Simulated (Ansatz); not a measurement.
# H2O4S: the cost of one run

Program: Ansatz 0.2.0. Level of theory: RKS PBE0/def2-SVP. These are calculated values, not measurements.

## 1. The starting structure

Bond lengths: O1–S2 1.408 Å, S2–O3 1.426 Å, S2–O4 1.583 Å, S2–O5 1.584 Å, O4–H6 0.956 Å, O5–H7 0.955 Å. Angles: O1–S2–O3 121.4°, O1–S2–O4 109.1°, O1–S2–O5 109.2°, O3–S2–O4 107.1°, O3–S2–O5 107.0°, O4–S2–O5 101.1°, S2–O4–H6 107.1°, S2–O5–H7 107.1°.

Structure file:

```xyz
7

O     0.3559   -1.6039    0.8268
S    -0.0075   -0.4500    0.1056
O    -0.9223   -0.5127   -0.9869
O    -0.5601    0.6381    1.1145
O     1.3024    0.2643   -0.4272
H    -1.2812    1.0875    0.6771
H     1.1127    0.5769   -1.3099
```

## 2. Relaxing end A

input.yaml reads:

```yaml
crystal:
  periodic: [false, false, false]
  atoms:
    - { symbol: O, position_ang: [0.35592, -1.60393, 0.82682] }
    - { symbol: S, position_ang: [-0.00751, -0.45002, 0.10558] }
    - { symbol: O, position_ang: [-0.9223, -0.51274, -0.98692] }
    - { symbol: O, position_ang: [-0.56005, 0.63809, 1.11453] }
    - { symbol: O, position_ang: [1.30236, 0.26427, -0.42718] }
    - { symbol: H, position_ang: [-1.28117, 1.08746, 0.67706] }
    - { symbol: H, position_ang: [1.11274, 0.57687, -1.30989] }
basis:
  gaussian: { orbitals: def2-SVP }
hamiltonian:
  xc: pbe0
relax:
  f_tol: 0.02
  max_steps: 50
```

Command:

```
ansatz run input.yaml --threads 2 --pin off --max-ram 3072MiB --backend cpu --events-out ev --progress --plain --runs-dir out
```

What time and memory should one allow on 2 threads of Arm Neoverse V2, shared host?

About 13 s, with a peak of 0.16 GiB.
